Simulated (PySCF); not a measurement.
hydrogen isocyanide (CHN), SMILES [C-]#[NH+]. Coordinates come from a r2SCAN-D4/def2-TZVPD optimisation.

TDDFT-LC-ωPBE/def2-TZVPD in PySCF puts the lowest singlet excitations at 8.26, 8.26, 8.47, 8.84, 8.84, 9.81 eV and the lowest triplet (TDA) at 5.83 eV.

Question: What are the lowest singlet roots from EOM-CCSD/aug-cc-pVDZ in PySCF 2.14.0? (The exact figures need the calculation; the answer reports its results.)

Answer: 8.32, 8.32, 8.51, 8.89, 9.93, 10.02 eV; triplets 6.15, 6.15, 7.19 eV. S1 differs by 0.06 eV (second minus first; roots are paired by order, and the bases may differ).
